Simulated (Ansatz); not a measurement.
**C3H10N+ (SMILES C[NH+](C)C) at 6 levels**

Wanted: a comparison of 6 runs (HF/STO-3G, B3LYP/6-31G*, PBE/6-31+G*, PBE0/def2-SVP, B3LYP/6-311+G**, wB97X/def2-TZVP) of C3H10N+. 

The results are computed with Ansatz 0.2.0.

3 further runs of the same task are left out: 1 that didn't finish, 2 set aside as unsound or not needed.

**1. The system as given**

The species is C3H10N+ (14 atoms), meant as a singlet with charge +1. As SMILES, `C[NH+](C)C`. Geometry: relaxed at PBE0-D4/def2-TZVP.

Bond lengths: C1–N2 1.488 Å, N2–C3 1.488 Å, N2–C4 1.488 Å, C1–H5 1.088 Å, C1–H6 1.088 Å, C1–H7 1.089 Å, N2–H8 1.021 Å, C3–H9 1.089 Å, C3–H10 1.088 Å, C3–H11 1.089 Å, C4–H12 1.089 Å, C4–H13 1.089 Å, C4–H14 1.088 Å. Some angles: C1–N2–C3 111.6°, C1–N2–C4 111.6°, C3–N2–C4 111.6°, C1–N2–H8 107.3°, C3–N2–H8 107.3°, C4–N2–H8 107.3°, N2–C1–H5 109.1°, N2–C1–H6 109.1°, N2–C1–H7 108.4°, N2–C3–H9 108.4°.

**2. Energy and gradient at HF/STO-3G (run 1)**

in.yaml reads:

```yaml
crystal:
  periodic: [false, false, false]
  atoms:
    - {symbol: C, position_ang: [-0.619100, 0.739200, -1.046100]}
    - {symbol: "N", position_ang: [-0.323800, -0.159300, 0.103000]}
    - {symbol: C, position_ang: [0.186900, 0.601600, 1.275500]}
    - {symbol: C, position_ang: [0.604700, -1.255900, -0.284400]}
    - {symbol: H, position_ang: [-1.032200, 0.149300, -1.862200]}
    - {symbol: H, position_ang: [-1.334200, 1.496900, -0.730900]}
    - {symbol: H, position_ang: [0.310200, 1.211500, -1.360600]}
    - {symbol: H, position_ang: [-1.205100, -0.592900, 0.383300]}
    - {symbol: H, position_ang: [1.128000, 1.072700, 0.996000]}
    - {symbol: H, position_ang: [0.346100, -0.085900, 2.104200]}
    - {symbol: H, position_ang: [-0.542200, 1.361000, 1.552200]}
    - {symbol: H, position_ang: [0.756000, -1.912800, 0.570300]}
    - {symbol: H, position_ang: [1.552500, -0.813000, -0.586600]}
    - {symbol: H, position_ang: [0.172100, -1.812400, -1.113800]}
basis:
  gaussian: {orbitals: STO-3G}
total_charge: 1
hamiltonian: {xc: hf}
accuracy: high
output: {forces: true, orbitals: {seedname: orbitals}}
```

On the command line:

```console
$ ansatz run in.yaml --threads 1 --pin off --max-ram 2610MiB --events-out events.jsonl --progress --plain --runs-dir runs
```

What it wrote:

```text
Warning: RAYON_NUM_THREADS=1 ignored (pool sized by the plan → 1); use --threads N
[... 12 lines left out ...]
Total energy: -4670.38376914 eV, -171.6334378159 hartree
[... 14 lines left out ...]
Dipole moment:    -0.193273    -0.095078     0.061432 e Å
```

It took 1.1 s on 1 thread of Arm Neoverse V1, shared host.

**3. Energy and gradient at B3LYP/6-31G(d) (spherical functions) (run 2)**

job.yaml reads:

```yaml
crystal:
  periodic: [false, false, false]
  atoms:
    - {symbol: C, position_ang: [-0.619100, 0.739200, -1.046100]}
    - {symbol: "N", position_ang: [-0.323800, -0.159300, 0.103000]}
    - {symbol: C, position_ang: [0.186900, 0.601600, 1.275500]}
    - {symbol: C, position_ang: [0.604700, -1.255900, -0.284400]}
    - {symbol: H, position_ang: [-1.032200, 0.149300, -1.862200]}
    - {symbol: H, position_ang: [-1.334200, 1.496900, -0.730900]}
    - {symbol: H, position_ang: [0.310200, 1.211500, -1.360600]}
    - {symbol: H, position_ang: [-1.205100, -0.592900, 0.383300]}
    - {symbol: H, position_ang: [1.128000, 1.072700, 0.996000]}
    - {symbol: H, position_ang: [0.346100, -0.085900, 2.104200]}
    - {symbol: H, position_ang: [-0.542200, 1.361000, 1.552200]}
    - {symbol: H, position_ang: [0.756000, -1.912800, 0.570300]}
    - {symbol: H, position_ang: [1.552500, -0.813000, -0.586600]}
    - {symbol: H, position_ang: [0.172100, -1.812400, -1.113800]}
basis:
  gaussian: {orbitals: 6-31G_st_-spherical.json}
output: {forces: true, orbitals: {seedname: orbitals}}
accuracy: high
total_charge: 1
hamiltonian: {xc: {name: B3LYP}}
```

The basis set 6-31G* is read from a file made from the Basis Set Exchange's data (not shown).

On the command line:

```console
$ ansatz run job.yaml --threads 1 --pin off --max-ram 2610MiB --events-out events.jsonl --progress --plain --runs-dir runs
```

What it wrote:

```text
Warning: RAYON_NUM_THREADS=1 ignored (pool sized by the plan → 1); use --threads N
[... 16 lines left out ...]
Total energy: -4757.84008155 eV, -174.8473980170 hartree
[... 14 lines left out ...]
Dipole moment:    -0.167748    -0.082527     0.053317 e Å
```

It took 12 s on 1 thread of Arm Neoverse V1, shared host; peak memory 0.25 GiB.

Runs 3 to 4 aren't shown in full; the table further down has their settings and results.

**4. Energy and gradient at B3LYP/6-311+G(d,p) (run 5)**

run.yaml reads:

```yaml
basis:
  gaussian:
    orbitals: 6-311+G_st__st_.json
crystal:
  periodic: [false, false, false]
  atoms:
    - {symbol: C, position_ang: [-0.619100, 0.739200, -1.046100]}
    - {symbol: N, position_ang: [-0.323800, -0.159300, 0.103000]}
    - {symbol: C, position_ang: [0.186900, 0.601600, 1.275500]}
    - {symbol: C, position_ang: [0.604700, -1.255900, -0.284400]}
    - {symbol: H, position_ang: [-1.032200, 0.149300, -1.862200]}
    - {symbol: H, position_ang: [-1.334200, 1.496900, -0.730900]}
    - {symbol: H, position_ang: [0.310200, 1.211500, -1.360600]}
    - {symbol: H, position_ang: [-1.205100, -0.592900, 0.383300]}
    - {symbol: H, position_ang: [1.128000, 1.072700, 0.996000]}
    - {symbol: H, position_ang: [0.346100, -0.085900, 2.104200]}
    - {symbol: H, position_ang: [-0.542200, 1.361000, 1.552200]}
    - {symbol: H, position_ang: [0.756000, -1.912800, 0.570300]}
    - {symbol: H, position_ang: [1.552500, -0.813000, -0.586600]}
    - {symbol: H, position_ang: [0.172100, -1.812400, -1.113800]}
hamiltonian:
  xc: {name: B3LYP}
total_charge: 1
accuracy: high
output:
  forces: true
  orbitals: {seedname: orbitals}
```

The basis set 6-311+G** is read from a file made from the Basis Set Exchange's data (not shown).

On the command line:

```console
$ ansatz run run.yaml --threads 1 --pin off --max-ram 2610MiB --events-out events.jsonl --progress --plain --runs-dir runs
```

What it wrote:

```text
Warning: RAYON_NUM_THREADS=1 ignored (pool sized by the plan → 1); use --threads N
[... 16 lines left out ...]
Total energy: -4759.28982720 eV, -174.9006751872 hartree
[... 14 lines left out ...]
Dipole moment:    -0.158246    -0.077853     0.050297 e Å
```

It took 29 s on 1 thread of Arm Neoverse V1, shared host; peak memory 0.63 GiB.

**5. Energy and forces at wB97X/def2-TZVP (run 6)**

in.yaml, as its differences from that of step 2:

```diff
@@ -1 +1,4 @@
+basis:
+  gaussian:
+    orbitals: def2-TZVP
 crystal:
@@ -17,7 +20,8 @@
     - {symbol: H, position_ang: [0.172100, -1.812400, -1.113800]}
-basis:
-  gaussian: {orbitals: STO-3G}
 total_charge: 1
-hamiltonian: {xc: hf}
+hamiltonian:
+  xc: {name: wB97X}
 accuracy: high
-output: {forces: true, orbitals: {seedname: orbitals}}
+output:
+  forces: true
+  orbitals: {seedname: orbitals}
```

On the command line:

```console
$ ansatz run in.yaml --threads 1 --pin off --max-ram 2610MiB --events-out events.jsonl --progress --plain --runs-dir runs
```

What it wrote:

```text
Warning: RAYON_NUM_THREADS=1 ignored (pool sized by the plan → 1); use --threads N
[... 30 lines left out ...]
Total energy: -4758.28154827 eV, -174.8636216197 hartree
[... 14 lines left out ...]
Dipole moment:    -0.163631    -0.080501     0.052006 e Å
```

Wall time 95 s (1 thread of Arm Neoverse V1, shared host); peak memory 1.3 GiB.

**6. The series**

| run | level | energy (Eh) | HOMO energy (eV) | LUMO energy (eV) | HOMO–LUMO gap (eV) | wall time |
| --- | --- | --- | --- | --- | --- | --- |
| 1 | HF/STO-3G | -171.633438 | -19.88 | 7.55 | 27.43 | 1.1 s |
| 2 | B3LYP/6-31G* (spherical functions) | -174.847398 | -16.07 | -4.07 | 12.00 | 12 s |
| 3 | PBE/6-31+G* (spherical functions) | -174.595102 | -14.78 | -5.41 | 9.36 | 14 s |
| 4 | PBE0/def2-SVP | -174.503474 | -16.32 | -4.08 | 12.25 | 18 s |
| 5 | B3LYP/6-311+G** | -174.900675 | -16.09 | -4.97 | 11.12 | 29 s |
| 6 | wB97X/def2-TZVP | -174.863622 | -18.84 | -2.28 | 16.56 | 95 s |

**7. Outcome**

| quantity | value |
| --- | --- |
| run 6: total energy | -174.86362 Eh |
| run 6: HOMO energy | -18.84 eV |
| run 6: LUMO energy | -2.28 eV |
| run 6: HOMO–LUMO gap | 16.56 eV |
| run 6: largest force on an atom | 0.126 eV/Å |

The HOMO–LUMO gap runs from 9.36 eV (PBE/6-31+G*) to 27.43 eV (HF/STO-3G). The two ends differ in method and basis. Totals of different functionals can't be ranked against each other. In run 1 the basis is minimal, so the values are rough. All runs together took 2.8 min, the longest 95 s.
